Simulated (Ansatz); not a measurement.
# C₂HLi (SMILES [Li][C]#C): one structure at several levels

How do the functionals fare away from a minimum? The structure is a structure displaced at random from a GFN2-xTB minimum.

The runs use Ansatz 0.2.0, Gaussian basis; single points in def2-TZVPP.

Cores are frozen in the correlated methods. The outer core shell of Li, Na, Mg and K is correlated.

### Step 1. Where the work starts

SMILES `[Li][C]#C`, 4 atoms, charge 0, spin multiplicity 1.

Atoms are counted from 1 here; the program's logs count them from 0.

Bond lengths: Li1–C2 1.622 Å, C2–C3 1.482 Å, C3–H4 1.027 Å. Angles: Li1–C2–C3 177.5°, C2–C3–H4 168.2°.

Geometry (Å):

```xyz
4

Li   -2.13860    0.34250   -0.44790
C    -0.56890    0.01810   -0.20110
C     0.87090   -0.22190    0.05760
H     1.79660   -0.52830    0.37840
```

### Step 2. CCSD(T)/def2-TZVPP

run/in.yaml

```yaml
crystal:
  periodic: [false, false, false]
  atoms:
    - {symbol: Li, position_ang: [-2.138600, 0.342500, -0.447900]}
    - {symbol: C, position_ang: [-0.568900, 0.018100, -0.201100]}
    - {symbol: C, position_ang: [0.870900, -0.221900, 0.057600]}
    - {symbol: H, position_ang: [1.796600, -0.528300, 0.378400]}
basis:
  gaussian: {orbitals: def2-TZVPP}
correlation: {method: ccsd_t}
output: {forces: true}
```

The command line of these runs was not kept.

### Step 3. PBE0-D4/def2-TZVPP

Changes to run/in.yaml since step 2:

```diff
@@ -9,3 +9,3 @@
   gaussian: {orbitals: def2-TZVPP}
-correlation: {method: ccsd_t}
-output: {forces: true}
+hamiltonian: {xc: pbe0, dispersion: d4}
+output: {forces: true, orbitals: {seedname: orbitals}}
```

### Step 4. wB97M-V/def2-TZVPP

Changes to run/in.yaml since step 3:

```diff
@@ -9,3 +9,3 @@
   gaussian: {orbitals: def2-TZVPP}
-hamiltonian: {xc: pbe0, dispersion: d4}
-output: {forces: true, orbitals: {seedname: orbitals}}
+hamiltonian: {xc: {name: wB97M-V}}
+output: {forces: true}
```

### Step 5. r2SCAN-D4/def2-TZVPP

Changes to run/in.yaml since step 4:

```diff
@@ -9,3 +9,3 @@
   gaussian: {orbitals: def2-TZVPP}
-hamiltonian: {xc: {name: wB97M-V}}
+hamiltonian: {xc: r2scan, dispersion: d4}
 output: {forces: true}
```

### Step 6. PBE-D4/def2-TZVPP

Changes to run/in.yaml since step 5:

```diff
@@ -9,3 +9,3 @@
   gaussian: {orbitals: def2-TZVPP}
-hamiltonian: {xc: r2scan, dispersion: d4}
+hamiltonian: {xc: pbe, dispersion: d4}
 output: {forces: true}
```

### Step 7. BHLYP-D4/def2-TZVPP

Changes to run/in.yaml since step 6:

```diff
@@ -9,3 +9,3 @@
   gaussian: {orbitals: def2-TZVPP}
-hamiltonian: {xc: pbe, dispersion: d4}
+hamiltonian: {xc: {name: BHLYP}, dispersion: d4}
 output: {forces: true}
```

### Step 8. LC-wPBE/def2-TZVPP

Changes to run/in.yaml since step 7:

```diff
@@ -9,3 +9,3 @@
   gaussian: {orbitals: def2-TZVPP}
-hamiltonian: {xc: {name: BHLYP}, dispersion: d4}
+hamiltonian: {xc: {name: LC-wPBE}}
 output: {forces: true}
```

(Steps that only read results are left out.)

Q: Predict the outcome of this session. Wanted: energy less free atoms, CCSD(T)/def2-TZVPP; RMS force component; RMS force error; HOMO and LUMO, PBE0-D4; T1 diagnostic.

**Answer**, as computed:

```
                                  quantity                                                                                            value
energy less free atoms, CCSD(T)/def2-TZVPP                                                                                       -13.397 eV
                       RMS force component                                                             5.686 to 6.805 eV/Å over the methods
                           RMS force error  PBE0-D4 0.646, wB97M-V 0.797, r2SCAN-D4 0.452, PBE-D4 0.218, BHLYP-D4 1.000, LC-wPBE 1.152 eV/Å
                    HOMO and LUMO, PBE0-D4                                                                               -5.90 and -1.00 eV
                             T1 diagnostic                                                                                            0.022
```

In words: Against CCSD(T) the functionals' energies less atoms differ by -0.915 to +0.843 eV, PBE-D4 by -0.915 eV. CCSD(T) in triple zeta still lacks some correlation energy of the bonds, so part of these gaps is its own basis error and they don't rank the functionals. For forces PBE-D4 does best and LC-wPBE worst. Frozen-core CCSD(T) forces in triple zeta carry basis errors of their own, and this is one geometry, so small gaps rank nothing. The restricted Hartree–Fock reference is unstable towards an unrestricted one at one or more of these structures.
